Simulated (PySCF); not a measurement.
# UMP2/ANO-RCC-VDZ (sfX2C) run of CH3AlCl (SMILES [CH3][Al][Cl])

Aim: the vertical doublet–quartet gap of CH3AlCl at UMP2/ANO-RCC-VDZ (sfX2C), from 2 runs. 

The results are computed with PySCF 2.14.0.

### 1 The structure to begin with

CH3AlCl has 6 atoms, charge 0, and is taken as a doublet. SMILES: `[CH3][Al][Cl]`. The shape is that of a PBE0-D4/def2-TZVP optimisation.

Bond lengths: C1–Al2 1.964 Å, Al2–Cl3 2.122 Å, C1–H4 1.093 Å, C1–H5 1.094 Å, C1–H6 1.094 Å. Angles: C1–Al2–Cl3 117.4°, Al2–C1–H4 110.2°, Al2–C1–H5 110.4°, Al2–C1–H6 110.4°, H4–C1–H5 109.1°, H4–C1–H6 109.1°, H5–C1–H6 107.5°.

### 2 The energy at UMP2/ANO-RCC-VDZ (sfX2C)

The input, run.py:

```python
from pyscf import gto, mp

system = gto.Mole()
system.atom = '''
C       -0.441400       0.449000      -0.287200
Al       0.123100      -1.352900       0.254500
Cl       2.028600      -1.546300       1.168800
H        0.335300       1.177300      -0.041400
H       -1.368200       0.727800       0.222100
H       -0.635200       0.481000      -1.363100
'''
system.max_memory = 1860
system.spin = 1
system.basis = 'ano-rcc-vdz'
system.verbose = 3
system.build()

myscf = system.UHF()
myscf = myscf.sfx2c1e()
myscf.conv_tol = 1e-10
myscf.kernel()
if not myscf.converged:
    myscf = myscf.newton().run(myscf.mo_coeff, myscf.mo_occ)

pt = mp.MP2(myscf, frozen=11).run()
e_final = pt.e_tot
print('Final energy', e_final)
```

Launch:

```sh
OMP_NUM_THREADS=1 python run.py
```

The log of the run:

```text
converged SCF energy = -742.909547826047  <S^2> = 0.75490542  2S+1 = 2.0048994
E(UMP2) = -743.062959821589  E_corr = -0.153411995542007
E(SCS-UMP2) = -743.064416151435  E_corr = -0.154868325388303
Final energy -743.0629598215892
```

It took 2.4 s on 1 thread of Arm Neoverse V1, shared host; peak memory 0.14 GiB.

### 3 The quartet

The input, input.py:

```python
from pyscf import gto, mp

mol = gto.Mole()
mol.atom = '''
C     -0.834125     0.848487    -0.542729
Al     0.232625    -2.556610     0.480935
Cl     3.833498    -2.922084     2.208712
H      0.633625     2.224775    -0.078235
H     -2.585523     1.375343     0.419708
H     -1.200354     0.908958    -2.575886
'''
mol.unit = 'bohr'
mol.basis = 'ano-rcc-vdz'
mol.max_memory = 1860
mol.spin = 3
mol.verbose = 3
mol.charge = 0
mol.build()

mf = mol.UHF()
mf = mf.sfx2c1e()
mf.conv_tol = 1e-10
mf.kernel()
if not mf.converged:
    mf = mf.newton().run(mf.mo_coeff, mf.mo_occ)

pt = mp.MP2(mf, frozen=11).run()
etot = pt.e_tot
print('E(%s) = %.9f' % ('MP2', etot))
```

Launch:

```sh
OMP_NUM_THREADS=1 python input.py
```

The log of the run:

```text
WARN: HOMO 0.0484400160591876 >= LUMO -0.364486321109102

converged SCF energy = -742.725947240985  <S^2> = 3.7559691  2S+1 = 4.0029835
E(UMP2) = -742.859115561059  E_corr = -0.133168320074112
E(SCS-UMP2) = -742.860227090487  E_corr = -0.134279849501909
E(MP2) = -742.859115561
```

Wall time 2.4 s (1 thread of Arm Neoverse V1, shared host); peak memory 0.14 GiB.

### 4 What came out

At UMP2/ANO-RCC-VDZ (sfX2C), 11 core orbitals frozen:

| quantity | value |
| --- | --- |
| doublet: total energy | -743.06296 Eh |
| doublet: dipole moment (Hartree–Fock density) | 3.55 D |
| doublet: HOMO energy (Hartree–Fock orbitals) (highest over α and β) | -8.70 eV |
| doublet: LUMO energy (Hartree–Fock orbitals) (lowest over α and β) | 0.42 eV |
| doublet: correlation energy (11 core orbitals frozen) | -153.4 mEh |
| doublet: ⟨S²⟩ of the reference determinant | 0.755 |
| quartet: total energy | -742.85912 Eh |
| quartet: dipole moment (Hartree–Fock density) | 6.64 D |
| quartet: HOMO energy (Hartree–Fock orbitals) (highest over α and β) | -6.18 eV |
| quartet: LUMO energy (Hartree–Fock orbitals) (lowest over α and β) | -3.23 eV |
| quartet: correlation energy (11 core orbitals frozen) | -133.2 mEh |
| quartet: ⟨S²⟩ of the reference determinant | 3.756 |
| vertical energy of the quartet above the doublet | 5.547 eV |

In words: At this shape the quartet lies 5.55 eV (535 kJ/mol) above the doublet. Mulliken charges (doublet) of the mean-field density run from -0.77 on C1 to +0.87 on Al2. Mulliken charges (quartet) of the mean-field density run from -0.45 on Cl3 to +0.28 on Al2; they depend strongly on the basis.
